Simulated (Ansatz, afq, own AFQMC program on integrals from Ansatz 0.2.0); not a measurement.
## SiH₄ + N, quartet in cc-pVTZ along one coordinate

```xyz
6

Si   -0.8725    0.0000    0.0000
H    -1.3673    1.3997    0.0000
H    -1.3673   -0.6999    1.2122
H    -1.3673   -0.6999   -1.2122
H     0.6122    0.0000    0.0000
N     2.0005    0.0000    0.0000
```

A hydrogen atom is moved from one rigid fragment to the other; the Si1–H5 distance tells how far. The two fragments are held close together, so this isn't a minimum-energy path and the start is a compressed complex. Energies in kJ/mol count from this geometry (1.485 Å) at the same level; the start stands on UHF, each point on the determinant named.

Basis cc-pVTZ. Noble-gas cores (and the filled d shells of Ga–Kr and In–Xe) are frozen. Integrals, coupled cluster, full CI and functionals: Ansatz 0.2.0; the random walks run on the same integrals in our own AFQMC program. The CISD trial takes its coefficients from CCSD amplitudes. Released means that phaseless walkers are propagated on without the constraint, phases kept. Error bars are statistical, one sigma.

Cautions, each for one point or more: lower spins were not checked; the ph-AFQMC/CISD walk drifts between its halves.

```tsv
r(Si1–H5) / Å	det.	T1	weight	⟨S²⟩	CCSD(T)	ph-AFQMC/CISD	released AFQMC	MP2	B3LYP
1.584	UHF	0.017	0.87	3.78	6.1	5.4 ± 0.7	6.0 ± 0.9	8.8	-0.9
1.634	UHF	0.017	0.87	3.79	8.7	7.7 ± 0.7	7.6 ± 1.0	12.0	-1.1
1.684	UHF	0.017	0.87	3.79	9.9	9.2 ± 0.7	9.8 ± 0.9	13.0	-1.5
1.733	UHF	0.016	0.87	3.79	10.4	9.8 ± 0.7	9.6 ± 1.1	12.3	-1.8
1.833	UHF	0.016	0.87	3.78	14.8	14.6 ± 0.7	14.8 ± 1.0	13.5	3.5
```

Weight is that of the determinant in the CISD state; at the start T1 is 0.016 and the weight 0.87, and ⟨S²⟩ is 3.77. Largest departures from phaseless AFQMC with a CISD trial: CCSD(T) 0.9 kJ/mol at 1.634 (on UHF) (within the noise), released AFQMC 0.7 kJ/mol at 1.684 (on UHF) (within the noise), MP2 4.3 kJ/mol at 1.634 (on UHF), B3LYP -11.5 kJ/mol at 1.733. The walk's constraint bias lies outside its error bars, so these are departures and not errors. Functionals count only at points shown to share the start's state and spin.

Some points may be missing: those where a free walk finds a much lower state, and past Zn most of those on another determinant than at the start.

A walk keeps the symmetry of its determinant, which the program's search chose and which needn't be the lowest solution, so a lower state of the same spin and another symmetry isn't excluded. Released energies are given only where the last usable release times agree within the noise; a slower fall can still hide under it.
